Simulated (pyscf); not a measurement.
**Four-centre exchange: H₂N–SiH₂–Cl + SiH₄ → H₂N–SiH(SiH₃)–Cl + H₂**

Gas phase, singlet surface, charge 0. Bonds broken: Si2–H6, Si8–H9. Bonds formed: Si2–Si8, H6–H9. Optimised with ωB97X-D3(BJ)/def2-SVP in PySCF.

Transition state (Å):

```xyz
12

N     -1.3394    -1.5543     0.5396
Si    -0.3090    -0.4715    -0.2994
Cl     1.6226    -1.2181    -0.1178
H     -2.3479    -1.4851     0.4600
H     -1.0439    -1.9679     1.4171
H      0.3642     1.0604     0.5172
H     -0.6934    -0.3396    -1.7252
Si    -1.0195     1.8252     0.4815
H      0.6051     2.1029     1.0362
H     -0.8370     2.9497    -0.4795
H     -2.2442     1.0960    -0.1510
H     -1.4792     1.9603     1.8936
```

One imaginary mode, 1738i cm⁻¹; descent along it reached the two sides named.

```
bond     change  reactant side (Å)  saddle  product side
-------  ------  -----------------  ------  ------------
Si2–H6   breaks              1.482   1.862           3.8
Si8–H9   breaks              1.488   1.739           3.7
Si2–Si8   forms                3.8   2.528         2.326
H6–H9     forms                3.1   1.189         0.761
```

Electronic energies relative to the separated reactants (kJ/mol):

```tsv
level	barrier	reaction energy	reverse barrier
ωB97X-D3(BJ)/def2-TZVP	308.6	+10.0	298.6
PBE/def2-TZVP	277.1	+16.0	261.2
r²SCAN/def2-TZVP	291.6	+19.8	271.7
B3LYP-D3(BJ)/def2-TZVP	310.7	+22.4	288.3
PBE0-D3(BJ)/def2-TZVP	287.2	+15.5	271.7
M06-2X/def2-TZVP	325.3	+23.9	301.3
ωB97M-D3(BJ)/def2-TZVP	319.8	+30.9	288.8
HF/def2-TZVP	423.6	+58.7	364.9
```

With ωB97M-D3(BJ)/def2-TZVP energies and thermal terms (ideal gas, 1 atm, RRHO with modes under 100 cm⁻¹ raised to 100, one conformer, R ln 2 for chiral ones without a mode under 150 cm⁻¹), in kJ/mol:

| T (K) | ΔH‡ | ΔG‡ | ΔH | ΔG |
|---|---|---|---|---|
| 298 | 314.9 | 354.1 | +24.6 | +28.9 |
| 600 | 317.6 | 392.9 | +31.3 | +30.4 |
| 900 | 321.0 | 429.9 | +35.5 | +29.0 |
| 1200 | 324.5 | 465.6 | +38.1 | +26.4 |

At the saddle there is also a short H–Si contact that neither side keeps. The same reactants have a lower exit, to H₂N–SiH₃ + H₃Si–Cl (barrier +176.5 kJ/mol at ωB97M-D3(BJ)/def2-TZVP, against +319.8 kJ/mol here). H₂N–SiH(SiH₃)–Cl lies 59.5 kJ/mol over its isomer H₃Si–NH–SiH₂–Cl (electronic energy, ωB97M-D3(BJ)/def2-TZVP). One saddle was located; it need not be the lowest between these sides.
